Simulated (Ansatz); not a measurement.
Si₂H₂⁻, relaxed as a doublet with UKS r2SCAN-D4/def2-TZVPD in Ansatz, starting from the GFN1-xTB geometry. Force threshold 0.02 eV/Å.

The highest occupied level of the charge -1 doublet lies above zero (up to 0.28 eV). The electron is either unbound and held by the finite basis, or the level is raised by self-interaction error. Another isomer (doublet) lies 0.33 eV lower at PBE0-D4/def2-TZVPD; other spin states weren't run for this one.

Start:

```csv
atom,x (Å),y (Å),z (Å)
Si1,-1.264,-0.123,-0.284
Si2,0.393,-0.525,1.127
H3,1.651,0.030,0.614
H4,-0.779,0.617,-1.456
```

```
        step  energy (eV)  largest force component (eV/Å)  SCF passes
           1  -15784.4814                           1.371          99
           2  -15784.6559                           0.616          75
           3  -15784.7350                           0.613          77
4 (rejected)  -15784.6894                           1.774          66
           5  -15784.8174                           0.429          72
           6  -15784.8609                           0.371          55
           7  -15784.8672                           0.203          49
8 (rejected)  -15784.8618                           0.151          51
           9  -15784.8689                           0.063          49
          10  -15784.8695                           0.022          48
          11  -15784.8696                           0.011          42
```

Force components are those of the run's own axes.

End:

Cartesian coordinates in Å:
```
Si -1.208 0.099 -0.146
Si 0.437 -0.792 1.135
H 1.429 0.232 0.542
H -0.659 0.461 -1.531
```

By distances, no bond broke or formed. The bond that changes most is Si2–H3, from 1.47 to 1.54 Å (atoms count from 1).

No frequencies were taken in this run, so the end may be a saddle point.

Run time 31 s (4 threads of Intel Xeon Platinum 8259CL on a shared host).
